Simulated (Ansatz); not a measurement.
Geometry optimisation, Ansatz 0.2.0, UKS B3LYP/6-31G*.

input.yaml

```yaml
crystal:
  periodic: [false, false, false]
  atoms:
    - { symbol: Al, position_ang: [-0.011949, -0.070734, -0.048848] }
    - { symbol: H, position_ang: [-0.103665, -0.313583, 1.501997] }
    - { symbol: C, position_ang: [1.678487, 0.086979, -1.038098] }
    - { symbol: H, position_ang: [2.060321, -0.921967, -1.260573] }
    - { symbol: H, position_ang: [1.570485, 0.599459, -2.001261] }
    - { symbol: H, position_ang: [2.458072, 0.599786, -0.464026] }
    - { symbol: "N", position_ang: [-1.56138, 0.002526, -0.929583] }
    - { symbol: H, position_ang: [-2.470733, -0.137828, -0.506355] }
    - { symbol: H, position_ang: [-1.662161, 0.186442, -1.920781] }
    - { symbol: H, position_ang: [-0.076876, -0.031179, 3.341728] }
magnetization:
  spin_polarized: true
  initial_magnetization: 1
basis:
  gaussian: { orbitals: "6-31G*" }
hamiltonian:
  xc: b3lyp
relax:
  f_tol: 0.03
  max_steps: 50
```

Command:

```bash
$ ansatz run input.yaml --threads 1 --pin off --max-ram 2048MiB --backend cpu --events-out ev --progress --plain --runs-dir out
```

Task: Where does it end, and by what steps?

Result: The forces met the threshold. The force dipped under the threshold on the way, but the program's further checks kept it going. After 9 steps the energy has fallen by 0.024 eV; H10 moved furthest, 0.71 Å.

| step | energy less start (eV) | largest force component (eV/Å) | accepted |
| --- | --- | --- | --- |
| 0 | 0.0000 | 0.463 | yes |
| 1 | -0.0102 | 0.108 | yes |
| 2 | -0.0125 | 0.084 | yes |
| 3 | -0.0146 | 0.100 | yes |
| 4 | -0.0184 | 0.195 | yes |
| 5 | -0.0206 | 0.123 | yes |
| 6 | -0.0229 | 0.030 | yes |
| 7 | -0.0237 | 0.027 | yes |
| 8 | -0.0240 | 0.039 | yes |
| 9 | -0.0241 | 0.020 | yes |

```xyz
10
Properties=species:S:1:pos:R:3
Al 0.014 -0.046 -0.134
H -0.064 -0.246 1.444
C 1.698 0.069 -1.139
H 2.262 -0.872 -1.070
H 1.547 0.283 -2.204
H 2.351 0.853 -0.732
N -1.555 0.067 -0.977
H -2.455 0.015 -0.515
H -1.682 0.193 -1.974
H -0.233 -0.316 3.974
```

Whether the end is a true minimum wasn't checked by a vibrational analysis.

The run took 33 s on 1 thread of Intel(R) Xeon(R) Platinum 8375C CPU @ 2.90GHz (Ice Lake) (shared host), peak memory 0.17 GiB.
